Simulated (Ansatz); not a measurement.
A calculation with Ansatz (development build ahead of 0.2.0).

```yaml
crystal:
  periodic: [false, false, false]
  atoms:
    - { symbol: C, position_ang: [-0.21444, 0.98806, -0.82111] }
    - { symbol: C, position_ang: [0.01778, -0.04181, -0.00737] }
    - { symbol: C, position_ang: [0.18736, -0.9462, 0.83225] }
    - { symbol: H, position_ang: [-0.88182, 0.83242, -1.67826] }
    - { symbol: H, position_ang: [0.34174, 1.91392, -0.65828] }
    - { symbol: H, position_ang: [0.52569, -0.68879, 1.83112] }
    - { symbol: H, position_ang: [0.09025, -1.97116, 0.49208] }
basis:
  gaussian: { orbitals: def2-SVP }
total_charge: 1
magnetization:
  spin_polarized: true
  initial_magnetization: 1
hamiltonian:
  xc: hf
correlation:
  method: mp2
  frozen_orbitals: { C: 1, H: 0 }
output:
  forces: true
```

The input is written out in the form of the current development build from the run's settings.

Output:

```yaml
Converged: yes
Reference_energy: -115.45919 hartree
Correlation_energy: -0.33772 hartree
Total_energy: -115.79691 hartree
Spin_squared_of_the_determinant: 0.850
Stability_test: minimum
```

Forces (eV/Å):
| atom | Fx | Fy | Fz |
| --- | --- | --- | --- |
| C1 | 0.166 | -0.493 | -0.172 |
| C2 | -0.821 | 3.439 | -2.436 |
| C3 | 0.753 | -2.650 | 1.972 |
| H4 | -0.410 | 0.409 | 0.199 |
| H5 | 0.310 | 0.151 | -0.394 |
| H6 | -0.382 | -0.091 | 0.784 |
| H7 | 0.384 | -0.764 | 0.047 |

Caution: the unrestricted determinant is spin contaminated; MP2 on this radical cation hangs on the determinant chosen.
